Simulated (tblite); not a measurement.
Run record: nudged-elastic-band run, `FCCC(=C)C`.

Computed with GFN2-xTB (tblite), gas phase: nudged elastic band of 9 images (0 to 8), spring 0.2 eV/Å², climbing image at the end, force threshold 0.05 eV/Å. The top image wasn't refined or checked by frequencies; at this threshold it can lie a kcal/mol or more above the true saddle point of the method. A driver script takes a list of jobs; this job's settings line and coordinates (Å) are shown. «atoms» counts from 0 and names the dihedral (C2–C4–C5–F6 when counted from 1); «turn» is the rotation in degrees that makes the guess of the end point.

Command:
```bash
OMP_NUM_THREADS=1 python probes_run.py task.json out
```

Input:
```
{"job": {"kind": "neb", "xc": "GFN2-xTB", "basis": "xTB", "atoms": [1, 3, 4, 5], "turn": 120}, "charge": 0, "multiplicity": 1}
C     -0.957529     1.556428    -0.242702
C     -0.597937     0.341944     0.139929
C     -1.489565    -0.851988     0.010407
C      0.772072     0.075917     0.710834
C      1.761021    -0.355821    -0.370997
F      1.473386    -1.619164    -0.829740
H     -0.301188     2.404424    -0.138708
H     -1.923852     1.753720    -0.673683
H     -2.421702    -0.594248    -0.484893
H     -1.717115    -1.256638     0.996695
H     -0.989023    -1.633104    -0.559071
H      1.169424     0.981907     1.170254
H      0.719597    -0.709866     1.466684
H      2.783050    -0.396973     0.020684
H      1.714950     0.311452    -1.237606
```

Output:
```
image   E - E0 / eV
  0      -0.0000
  1       0.0209
  2       0.0765
  3       0.1374
  4       0.1689
  5       0.1519
  6       0.0984
  7       0.0452
  8       0.0228
```

Question: Read off the barriers.

Answer: The highest image is 4: 0.169 eV (3.89 kcal/mol) above the start and 0.146 eV (3.37 kcal/mol) above the end. The band met its force threshold.

Question: Which dihedral does each image have?

Answer: 0: -71°, 1: -54°, 2: -37°, 3: -19°, 4: -1°, 5: 17°, 6: 34°, 7: 51°, 8: 67°.

Question: Give the geometry of the highest image and of the end point.

Answer: 
Image 4:
```
atom  x, y, z in Å
C1     -1.026    1.463   -0.376
C2     -0.608    0.315    0.131
C3     -1.447   -0.924    0.158
C4      0.785    0.173    0.696
C5      1.784   -0.343   -0.361
F6      1.177   -0.581   -1.569
H7     -0.400    2.338   -0.386
H8     -2.007    1.573   -0.803
H9     -2.395   -0.763   -0.346
H10    -1.645   -1.223    1.188
H11    -0.923   -1.742   -0.334
H12     1.126    1.143    1.061
H13     0.766   -0.520    1.538
H14     2.238   -1.292   -0.061
H15     2.570    0.391   -0.559
```

Image 8:
```
atom  x, y, z in Å
C1     -1.131    1.378   -0.459
C2     -0.619    0.301    0.113
C3     -1.389   -0.974    0.278
C4      0.796    0.279    0.630
C5      1.754   -0.365   -0.370
F6      1.873    0.415   -1.494
H7     -0.563    2.286   -0.571
H8     -2.135    1.393   -0.847
H9     -2.371   -0.897   -0.180
H10    -1.513   -1.203    1.336
H11    -0.857   -1.807   -0.181
H12     1.139    1.297    0.821
H13     0.851   -0.293    1.559
H14     1.398   -1.343   -0.707
H15     2.762   -0.460    0.049
```

Hardware: an Intel Xeon Platinum 8375C at 2.90 GHz with one thread, no GPU, shared host with 128 logical CPUs at a one-minute load of 11. Cost: 2.0 s wall, 0.19 GiB resident at most.
